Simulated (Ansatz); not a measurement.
This geometry of C₂H₅NS₂ (10 atoms, charge 0, multiplicity 1) is a first-order saddle point.

Level of theory: RKS r2SCAN/def2-SVP in Ansatz 0.2.0.

```xyz
10
Properties=species:S:1:pos:R:3
N -0.314 -1.466 0.996
C 0.014 -0.904 -0.215
C 0.077 0.426 -0.493
S -0.475 1.617 0.698
S 0.637 0.970 -2.106
H -0.742 -2.384 0.959
H -0.762 -0.826 1.649
H 0.306 -1.620 -0.993
H 0.716 1.853 1.311
H 0.626 2.283 -1.804
```

(1) Which two structures does it join? (They come from a converged band through this point; their orientation in space is the band's.)

(2) How far does it lie above each of them?

Answers

(1) No bond is made or broken. The dihedral S4–C3–S5–H10 goes from 76 to -63°.

Initial state:

```xyz
10
Properties=species:S:1:pos:R:3
N -0.255 -1.447 0.938
C -0.051 -0.813 -0.246
C -0.108 0.535 -0.458
S -0.617 1.603 0.877
S 0.111 1.168 -2.098
H -0.477 -2.434 0.931
H -0.650 -0.886 1.690
H 0.213 -1.462 -1.090
H 0.613 1.891 1.379
H 1.304 1.793 -1.920
```

Final state:

```xyz
10
Properties=species:S:1:pos:R:3
N -0.380 -1.492 0.913
C 0.047 -0.846 -0.208
C 0.183 0.503 -0.362
S -0.467 1.603 0.878
S 1.082 1.132 -1.752
H -0.744 -2.430 0.820
H -0.790 -0.915 1.643
H 0.356 -1.495 -1.036
H 0.709 2.016 1.417
H 0.088 1.872 -2.308
```

(2) 0.132 eV above the first and 0.156 eV above the second. This is the barrier of this one path; another mechanism may lie lower.

Run time: 3.7 min on 2 threads of Arm Neoverse V2, on a shared host, peak memory 0.17 GiB.
